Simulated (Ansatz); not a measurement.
HN–OH, HN–SH: atomization energies

Ansatz 0.2.0, functionals in def2-QZVPP, HF, MP2 and coupled cluster extrapolated from def2-TZVPP and def2-QZVPP (exp(−7.88 √X), X^−2.97); geometries are PBE0/def2-TZVP minima. Wave-function levels freeze the cores; HF, MP2 and coupled cluster are restricted for singlets and unrestricted otherwise, atoms included (their steps beyond CCSDT(Q) come from restricted open-shell runs), Kohn–Sham unrestricted where that lies lower. The best estimate adds to that CCSD(T) limit the step from CCSD(T) to the highest level run in a smaller set (CCSDT(Q)/cc-pVDZ, CCSDT(Q)/cc-pVTZ). It lacks core correlation, which semilocal and hybrid functionals hold and which counts in their errors here, (a few kJ/mol in atomization energies of light atoms) is good to about 1 kcal/mol where the step is under 0.06 eV, as here, and is no measured value. An error is the level's value less this estimate. Energies are electronic, without zero-point terms. No spin–orbit coupling and no scalar relativity. B2PLYP's MP2 part freezes the cores and isn't at its limit in this set. CCSD(T)'s error is that step with its sign reversed, by construction, and steps from double-zeta sets run high. The species are chosen: bound, without strong static correlation by their natural occupations or amplitudes, in their lowest spin state as far as vertical gaps and like structures tell, and with a ladder that closes on the reference, so errors are smaller than for species at large; levels whose determinant breaks symmetry or spin markedly are left out.

```
       species                                                            bonds (Å)     quantity  symmetry of the states                         reference  value (kJ/mol)  error CCSD(T)  error PBE  error B3LYP  error wB97M-V  error B2PLYP
HN–OH, doublet  N–O 1.354, N–H 1.026, O–H 0.964, angles at O 104°, angles at N 101°  atomization                     A''  limit + step to CCSDT(Q)/cc-pVTZ          1119.3           -1.7       77.3         21.8           15.2           5.7
HN–SH, doublet   N–S 1.625, N–H 1.024, S–H 1.348, angles at S 97°, angles at N 105°  atomization                     A''  limit + step to CCSDT(Q)/cc-pVDZ          1042.1           -3.0       61.1         16.9           17.4           2.6
```

The reference falls from O to S, by 77.2 kJ/mol in all.
